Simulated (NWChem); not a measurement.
System: SiH2, triplet; SMILES [SiH2]

Computed with NWChem. Spin-unrestricted. In the optimisation the excess spin sits in a1 and b2 (C2v, its own frame). No stability test was run on the SCF state. Each level has its own optimisation; frequencies are unscaled.

| level | r H–Si (Å) | highest harmonic frequency (cm⁻¹) | lowest (cm⁻¹) | zero-point energy (kcal/mol) | dipole (D) |
|---|---|---|---|---|---|
| PBE/def2-SVP | 1.506 | 2177 | 845 | 7.3 | 0.02 |
| BP86/def2-TZVP | 1.496 | 2177 | 857 | 7.3 | 0.05 |
| UHF/3-21G | 1.483 | 2323 | 920 | 7.9 | 0.40 |
| B3LYP/def2-TZVP | 1.485 | [?] | [?] | 7.5 | 0.09 |
| PBE0/def2-SVP | 1.494 | 2253 | 874 | 7.6 | 0.03 |

Problem. Fill in the missing entries.

Solution. 
- B3LYP/def2-TZVP, highest harmonic frequency (cm⁻¹): 2227
- B3LYP/def2-TZVP, lowest (cm⁻¹): 892
